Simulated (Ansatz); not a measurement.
# C3H3N: the cost of one run

Computed with Ansatz 0.2.0 (the levels named in each step, unless a step's input says otherwise).

**1. The structure to begin with**

Bond lengths: H1–N2 1.020 Å, N2–C3 1.259 Å, C3–C4 1.422 Å, C4–C5 1.202 Å, C3–H6 1.088 Å, C5–H7 1.050 Å. Angles: H1–N2–C3 114.9°, N2–C3–C4 126.9°, N2–C3–H6 117.4°, C4–C3–H6 115.7°, C3–C4–C5 176.0°, C4–C5–H7 178.0°.

Coordinates:

```xyz
7

H    -1.3708   -1.3183   -0.2024
N    -1.6250   -0.3995    0.1600
C    -0.6680    0.4123    0.2656
C     0.6939    0.1751   -0.0656
C     1.8227   -0.1027   -0.3714
H    -0.8946    1.4049    0.6488
H     2.8192   -0.3118   -0.6289
```

**2. A rough first relaxation, PBE-D4/def2-SVP**

This run stands in another session on the same molecule. It ended at:

```xyz
7

H    -1.3373   -1.3102   -0.2061
N    -1.6810   -0.4055    0.1695
C    -0.6905    0.4134    0.2696
C     0.6780    0.1465   -0.0746
C     1.8418   -0.0982   -0.3737
H    -0.9007    1.4331    0.6603
H     2.8671   -0.3191   -0.6388
```

**3. Relaxation, HF/STO-3G**

input.yaml reads:

```yaml
crystal:
  periodic: [false, false, false]
  atoms:
    - { symbol: H, position_ang: [-1.33733975, -1.31023817, -0.20607385] }
    - { symbol: "N", position_ang: [-1.68095655, -0.40546744, 0.16952079] }
    - { symbol: C, position_ang: [-0.69049741, 0.41337787, 0.26964121] }
    - { symbol: C, position_ang: [0.67800154, 0.14654847, -0.07463443] }
    - { symbol: C, position_ang: [1.84175984, -0.09822218, -0.37366819] }
    - { symbol: H, position_ang: [-0.90068446, 1.43309576, 0.66030798] }
    - { symbol: H, position_ang: [2.86709678, -0.31906431, -0.63884349] }
basis:
  gaussian: { orbitals: STO-3G }
hamiltonian:
  xc: hf
relax:
  f_tol: 0.002
  max_steps: 150
```

Launch:

```
$ ansatz run input.yaml --threads 2 --pin off --max-ram 5120MiB --backend cpu --events-out ev --progress --plain --runs-dir out
```

**Question.** How long does this run take on 2 threads of Intel Xeon Platinum 8488C (Sapphire Rapids), shared host, and how much memory does it need?

About 2 s, with a peak of 0.099 GiB.
